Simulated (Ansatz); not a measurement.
**Worked example: BH(CH3)(SiH3) → B(CH3)(SiH3) + H**

Species: BH(CH3)(SiH3), singlet; B(CH3)(SiH3), doublet; H atom, doublet. 

Shapes, held fixed at every level: PBE0-D4/def2-TZVP. Programs: Ansatz 0.2.0. The zero-point and thermal change to 298 K, harmonic and unscaled (PBE0-D4/def2-TZVP), is -21.0 kJ/mol.

At CCSD(T)/CBS estimate; 1 Eh = 2625.50 kJ/mol:

| species | energy (Eh) |
| --- | --- |
| BH(CH3)(SiH3) | -356.105701 |
| B(CH3)(SiH3) | -355.438004 |
| H | -0.500000 |

Work out ΔH(298 K) of the reaction at this level.


1. Products less reactants: (-355.438004) + (-0.500000) − [(-356.105701)] = 0.167697 Eh = +440.3 kJ/mol.
2. With the thermal change: +440.3 + (-21.0) = +419.3 kJ/mol.

Other levels give +328.4 (HF/def2-SVP) to +417.1 kJ/mol (wB97X-V/def2-TZVPP). No measured value is set beside it here. Open shells run unrestricted unless RO is named. The CBS estimate extrapolates MP2 from def2-TZVPP and def2-QZVPP and adds CCSD(T) − MP2 in the triple-zeta set, cores frozen.
